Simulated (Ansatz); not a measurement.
Density of states of HBr (I4/mmm, a = 5.446 Å, b = 5.446 Å, c = 3.342 Å, α = 90.00°, β = 90.00°, γ = 90.00°), in states per eV and primitive cell, averaged over bins of 0.4 eV. All numbers below come from DFT PBEsol, scalar-relativistic, plane waves, PAW in Ansatz.

Cutoff 420 eV; k points 10×10×10 on the computed 2-atom cell (Γ-centred); Gaussian smearing, width 0.02 eV; no spin polarisation.

The cell is relaxed at this level. The states (both spins) are summed by tetrahedra on a 15×15×15 mesh at the self-consistent density. Energies are bin centres; the table starts no lower than −8 eV and ends at 6 eV, or lower where the solved bands end.

The gap is 1.42 eV at this level, with the zero inside it.

| E − E_F (eV) | total | Br 4p | H 1s | Br 4s |
| --- | --- | --- | --- | --- |
| -7.65 | 0.89 | 0.50 | 0.36 | 0.01 |
| -7.25 | 0.44 | 0.25 | 0.16 | 0.02 |
| -6.85 | 0.37 | 0.21 | 0.13 | 0.03 |
| -6.45 | 0.28 | 0.16 | 0.09 | 0.02 |
| -6.05 | 0.28 | 0.16 | 0.09 | 0.03 |
| -5.65 | 0.25 | 0.14 | 0.07 | 0.03 |
| -5.25 | 0.24 | 0.14 | 0.06 | 0.03 |
| -4.85 | 0.24 | 0.14 | 0.06 | 0.03 |
| -4.45 | 0.21 | 0.13 | 0.05 | 0.03 |
| -4.05 | 0.21 | 0.13 | 0.05 | 0.03 |
| -3.65 | 0.21 | 0.13 | 0.05 | 0.02 |
| -3.25 | 0.22 | 0.15 | 0.04 | 0.02 |
| -2.85 | 0.22 | 0.17 | 0.03 | 0.02 |
| -2.45 | 0.41 | 0.38 | 0.02 | 0.01 |
| -2.05 | 1.75 | 1.64 | 0.06 | 0.03 |
| -1.65 | 1.97 | 1.93 | 0.02 | 0.01 |
| -1.25 | 2.96 | 2.95 | 0.00 | 0.00 |
| -0.85 | 3.85 | 3.84 | 0.00 | 0.00 |
| -0.45 | 0.00 | 0.00 | 0.00 | 0.00 |
| -0.05 | 0.00 | 0.00 | 0.00 | 0.00 |
| 0.35 | 0.00 | 0.00 | 0.00 | 0.00 |
| 0.75 | 0.07 | 0.00 | 0.05 | 0.02 |
| 1.15 | 0.27 | 0.02 | 0.16 | 0.06 |
| 1.55 | 0.27 | 0.05 | 0.15 | 0.06 |
| 1.95 | 0.18 | 0.04 | 0.09 | 0.03 |
| 2.35 | 0.16 | 0.04 | 0.08 | 0.03 |
| 2.75 | 0.16 | 0.05 | 0.08 | 0.02 |
| 3.15 | 0.16 | 0.05 | 0.07 | 0.02 |
| 3.55 | 0.15 | 0.05 | 0.07 | 0.02 |
| 3.95 | 0.15 | 0.05 | 0.07 | 0.02 |
| 4.35 | 0.15 | 0.05 | 0.06 | 0.02 |
| 4.75 | 0.15 | 0.05 | 0.06 | 0.01 |
| 5.15 | 0.15 | 0.05 | 0.06 | 0.01 |
| 5.55 | 0.24 | 0.06 | 0.07 | 0.01 |

The columns after the total are the Löwdin projections on the occupied valence shells of the potentials. The rest of the total lies in shells that are empty in the free atom, which aren't projected, and between the atoms.

The cell holds chains, and where no dispersion correction was added their binding is poorly described.

Cost: 1 run of about 0.61 core-minutes, on Arm Neoverse V1 (shared hosts).